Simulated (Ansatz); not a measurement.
# How far each method lies from RCCSDTQ for H2B–P, triplet

Geometry: that of the H2B–P, singlet, kept fixed. The singlet lies 0.3 eV lower here.

```yaml
atoms:
  - { symbol: B, position_ang: [0.0000, 0.0000, 1.1993] }
  - { symbol: P, position_ang: [0.0000, 0.0000, -0.5361] }
  - { symbol: H, position_ang: [0.0000, 1.0399, 1.8053] }
  - { symbol: H, position_ang: [0.0000, -1.0399, 1.8053] }
```

Basis cc-pVDZ; Ansatz 0.2.0. Correlated methods freeze the noble-gas cores, which leaves 10 electrons in 36 orbitals. Prefix R: restricted or restricted open-shell reference; prefix U: unrestricted. Active spaces: valence = (10e, 10o) chosen from the atoms' valence shells.

Full CI isn't at hand for all of this; RCCSDTQ serves as the reference, and is uncertain by about the last step of the cluster series. The frozen core follows each run's orbitals, which can shift R against U totals by a few meV.

For open shells CISD is restricted-active-space CI with the open shells as a complete middle space.

The UHF ⟨S²⟩ is 2.017, the T1 diagnostic (RCCSD) is 0.0196 and the largest doubles amplitude (RCCSD) is 0.042. The T1 diagnostic (UCCSD) is 0.0178.

```csv
level,E − E(RCCSDTQ) (kJ/mol),share of correlation (%),wall time
RHF,542.4,0.00,–
UHF,528.1,2.65,–
RMP2,107.1,80.26,–
UMP2,110.4,79.65,–
CISD,51.1,90.59,1.9 s
RCCSD,16.5,96.96,–
UCCSD,16.1,97.03,–
RCCSD(T),3.3,99.40,1.4 s
UCCSD(T),3.2,99.40,1.5 s
BCCD(T),3.2,99.41,1.7 s
RCCSDT,0.7,99.86,–
UCCSDT,0.7,99.87,–
RCCSDT(Q),0.1,99.99,12 s
UCCSDT(Q),0.0,99.99,11 s
CASSCF (valence space),367.2,32.30,–
NEVPT2 (valence space),98.1,81.91,5.5 s
MRCISD (valence space),26.0,95.21,–
MRCISD+Q (valence space),2.5,99.54,7.5 s (H100)
```

The correlation energy at RCCSDTQ, counted from RHF, is -5.622 eV. That run took 35 s on 2 threads of AMD EPYC 7R13 with a shared H100 80 GB, shared host.

Times hold each run's SCF and search for its determinant on a shared host, so for small cases they say little of a method's own cost; rows without a card ran on 1 thread of AMD EPYC 7R13.

Natural occupations of CASSCF (valence space) about the gap: 1.986 1.982 1.979 1.965 1.001 1.000 0.027 0.023 0.020 0.019; effectively unpaired electrons, Σ n²(2−n)², 2.02.
